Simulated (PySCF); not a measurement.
**BH3S (SMILES BS): CISD/STO-6G**

Aim: the energy change on altering one bond length of BH3S at CISD/STO-6G, from 2 runs. Input form: a Python script.

Program for the calculation: PySCF 2.14.0.

11 further runs of the same task are left out: 11 set aside as unsound or not needed.

### 1 Starting point

BH3S: 5 atoms, total charge 0, spin state singlet. As SMILES, `BS`. The shape is that of a PBE0-D4/def2-TZVP optimisation.

Bond lengths: B1–S2 1.765 Å, B1–H3 1.192 Å, B1–H4 1.190 Å, S2–H5 1.344 Å. Angles: B1–S2–H5 99.2°, S2–B1–H3 115.8°, S2–B1–H4 121.4°, H3–B1–H4 122.7°.

### 2 A single-point energy at CISD/STO-6G

run.py reads:

```python
from pyscf import gto, ci

molecule = gto.M(
    atom='''
B       -0.392100      -0.421000       0.088100
S        0.161700       1.236900      -0.154300
H       -1.562900      -0.556400       0.264200
H        0.367100      -1.337600       0.074200
H        1.476100       1.004400      -0.313600
''',
    verbose=3,
    basis='sto-6g',
    max_memory=1860,
)

calc0 = molecule.RHF()
calc0.conv_tol = 1e-10
calc0.kernel()
if not calc0.converged:
    calc0 = calc0.newton().run(calc0.mo_coeff, calc0.mo_occ)

cisd = ci.CISD(calc0, frozen=6)
cisd.kernel()
e_final = cisd.e_tot
print('E = %.10f Eh' % e_final)
```

Started as:

```bash
$ OMP_NUM_THREADS=1 python run.py
```

The program printed:

```text
converged SCF energy = -422.551082060016
E(RCISD) = -422.6408637420638  E_corr = -0.08978168204755699
E = -422.6408637421 Eh
```

Run time: 0.68 s. Hardware: 1 thread of Arm Neoverse V2, shared host; peak memory 0.12 GiB.

### 3 The distorted shape, same level

geometry.xyz reads:

```xyz
5

B      1.715318    -0.177283    -0.228877
S      2.269118     1.480617    -0.471277
H     -1.562900    -0.556400     0.264200
H      2.474518    -1.093883    -0.242777
H      3.583518     1.248117    -0.630577
```

run.py reads:

```python
from pyscf import gto, scf, ci

system = gto.Mole()
system.atom = 'geometry.xyz'
system.max_memory = 1860
system.charge = 0
system.spin = 0
system.basis = 'sto-6g'
system.verbose = 3
system.build()

calc0 = scf.RHF(system)
calc0.conv_tol = 1e-10
calc0.kernel()
if not calc0.converged:
    calc0 = calc0.newton().run(calc0.mo_coeff, calc0.mo_occ)

cisd = ci.CISD(calc0, frozen=6)
cisd.kernel()
energy = cisd.e_tot
print('E(%s) = %.9f' % ('CISD', energy))
```

Started as:

```bash
$ OMP_NUM_THREADS=1 python run.py
```

The program printed:

```text
converged SCF energy = -422.141216359908
E(RCISD) = -422.3990154929994  E_corr = -0.2577991330909546
E(CISD) = -422.399015493
```

Wall time 0.6 s (1 thread of Arm Neoverse V2, shared host); peak memory 0.1 GiB.

### 4 Results

At CISD/STO-6G, 6 core orbitals frozen:

| quantity | value |
| --- | --- |
| first shape: total energy | -422.64086 Eh |
| first shape: dipole moment (Hartree–Fock density) | 0.88 D |
| first shape: HOMO energy (Hartree–Fock orbitals) | -8.45 eV |
| first shape: LUMO energy (Hartree–Fock orbitals) | 7.06 eV |
| first shape: HOMO–LUMO gap (Hartree–Fock orbitals) | 15.51 eV |
| first shape: correlation energy (6 core orbitals frozen) | -89.8 mEh |
| distorted shape: total energy | -422.39902 Eh |
| distorted shape: dipole moment (Hartree–Fock density) | 3.39 D |
| distorted shape: HOMO energy (Hartree–Fock orbitals) | -3.60 eV |
| distorted shape: LUMO energy (Hartree–Fock orbitals) | 2.11 eV |
| distorted shape: HOMO–LUMO gap (Hartree–Fock orbitals) | 5.71 eV |
| distorted shape: correlation energy (6 core orbitals frozen) | -257.8 mEh |
| energy change with the B1–H3 bond stretched from 1.192 to 3.337 Å | 6.581 eV |

What this shows: One bond (distorted shape) is far stretched, which a spin-restricted single reference describes badly; a broken-symmetry solution may lie lower. With the B1–H3 bond stretched from 1.192 to 3.337 Å the energy rises by 6.58 eV (635 kJ/mol). The first shape isn't relaxed at this level, so the change isn't measured from a minimum. A restricted reference can't describe the breaking bond well at this length. The minimal basis adds a large error of its own. Mulliken charges (distorted shape) of the mean-field density run from -0.17 on H3 to +0.13 on B1; they depend strongly on the basis.
